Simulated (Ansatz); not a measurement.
Born–Oppenheimer molecular dynamics of H7NOSi (10 atoms, charge 0, multiplicity 1). It starts at the highest image of a converged band. Of that band: Neighbouring images differ by up to 1.8 eV, so the band resolves the path poorly. A vibrational analysis at the climbing image gives one clearly imaginary mode, 1552i cm⁻¹: a first-order saddle point.

These are results of RKS B3LYP-D4/6-31G* (Ansatz), not measurements.

| Quantity | Value |
| --- | --- |
| ensemble | NVE (velocity Verlet) |
| time step | 0.5 fs |
| steps asked | 200 |
| starting velocities drawn for | 300 K |
| seed | 6275 |

First frame:

```xyz
10
Properties=species:S:1:pos:R:3
Si 0.075 -0.436 0.035
H -0.475 -0.284 1.802
H 0.718 -0.752 -1.301
H 0.321 1.022 0.141
O -1.417 -1.158 -0.200
H -1.487 -1.464 -1.118
N 1.323 -1.346 1.134
H 1.181 -2.357 1.156
H 2.320 -1.141 1.044
H 0.511 -0.810 1.902
```

Problem. How far do the bonds stretch over the last three quarters of this one trajectory? (Pairs bonded in most of those frames.)

Solution. 
```csv
bond,mean (Å),spread (Å),shortest,longest
Si1–H3,1.498,0.031,1.44,1.56
Si1–H4,1.487,0.032,1.44,1.54
Si1–O5,1.664,0.035,1.61,1.73
Si1–N7,1.738,0.064,1.62,1.84
H2–H10,0.745,0.030,0.70,0.79
O5–H6,0.967,0.008,0.95,0.98
N7–H8,1.016,0.019,0.98,1.05
N7–H9,1.021,0.032,0.96,1.07
```

Mean temperature of the second half: 1883 K. The conserved energy stayed within 0.26 meV per atom of its start (net change 0.014 meV per atom), so the integration is sound. The kinetic energy rose, since the run started high on the potential surface and went downhill. It ends in pieces (H2 + H5NOSi), so much of that is their flight and rotation, not heat. A run of 0.1 ps of so small a system gives no equilibrium averages. The orbitals stay closed-shell, which can raise the energy where a bond breaks towards radicals; this wasn't checked here.

Run time: 5.2 min on 1 thread of AMD EPYC 7B13 (Zen 3), with other jobs on the host, peak memory 0.14 GiB.
